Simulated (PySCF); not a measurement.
Identify the compound

Molecular formula: C4H5NO. Simulated spectra:

1H NMR (400 MHz, computed): δ 8.51 (d, J = 1.9 Hz, 1H), 6.35 (d, J = 1.9 Hz, 1H), 2.53 (s, 3H).

13C{1H} NMR (computed): δ 165.7 (CH), 162.5 (C), 111.8 (CH), 13.5 (CH3).

PySCF 2.14 calculation with structure optimised with GFN2-xTB, PBE0/pcSseg-1 with gauge-including orbitals and spin–spin couplings from B3LYP/pcJ-1 (spin–dipole term only in couplings to heteroatoms); one averaged value for each set of equivalent atoms, one computed conformer, in vacuum, non-relativistic Hamiltonian.

Shifts are taken against calculated references (same method and geometry level): TMS for 1H and 13C.

Q: Deduce the structure.

A: 
- The formula gives 3 degrees of unsaturation (1 ring in the answer).
- 4 carbon signals for 4 carbons: no two carbons are equivalent.
- Carbon types of the structure: 1 × C, 2 × CH, 1 × CH3, which accounts for all hydrogens.
- δC 165.7: aromatic CH next to the ring oxygen.
- δC 162.5: substituted aromatic carbon next to a ring nitrogen.
- δC 111.8: aromatic CH.
- δC 13.5: methyl carbon on an aromatic ring; saturated and bonded to C and H only.
- δH 8.51: hydrogen on an aromatic CH next to the ring oxygen; it sits in the deshielding region of the aromatic ring current.
- δH 6.35: hydrogen on an aromatic CH; ring-current deshielding.
- δH 2.53: hydrogen on a methyl carbon on an aromatic ring; benzylic-type position, deshielded by the ring.

The compound is `InChI=1S/C4H5NO/c1-4-2-3-6-5-4/h2-3H,1H3`.

The shifts were computed for this structure.

Multiplet labels drop couplings under 1 Hz and merge nearly equal ones. Unscaled 3J(H,H) at this level run about 10 % above measured values. Shifts are as computed. Against solution values, carbons near 30 ppm lie about +3 ppm off and those near 130 ppm about +5 ppm. Of 1211 compounds with measured shifts, 218 miss one by over three times the rms of a fit or turn the order of signals round; such compounds aren't used in these exercises.
